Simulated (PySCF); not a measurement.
Ligands exchanged one at a time, C Cl-H. All species are isolated molecules in the gas phase. Strings in code marks are SMILES. All members: neutral, multiplicity 1. Level: PBE0-D4/def2-TZVP (PySCF), beside PBE-D3(BJ)/def2-TZVP // PBE0-D4/def2-TZVP (PySCF) at the same geometries.  Orbital energies are measured against the vacuum level.

```csv
species,"HOMO, PBE (eV)","HOMO, PBE0-D4 (eV)"
`C`,-9.44,-10.98
`ClC(Cl)(Cl)Cl`,-7.59,-9.06
`ClC(Cl)Cl`,-7.41,-8.85
`ClCCl`,-7.24,withheld
`CCl`,-6.98,-8.42
```

**Question.** Fit y = a + b·x, y being the HOMO at the first level, to the 4 complete rows by least squares, with x = the PBE value in eV. Give a, b and the rms residual, and predict the withheld value.

**Answer.** Means of the 4 rows: x̄ = -7.855, ȳ = -9.3275 eV. Σ(x − x̄)² = 3.5461 and Σ(x − x̄)(y − ȳ) = 3.6966, so b = 1.042 and a = ȳ − b·x̄ = -1.143 eV. The rms residual is 0.008 eV. At x = -7.24 the line gives -8.69 eV. The run for `ClCCl` gave -8.68 eV, so the line is off by 0.01 eV, within twice the rms residual.

Codes: PySCF.
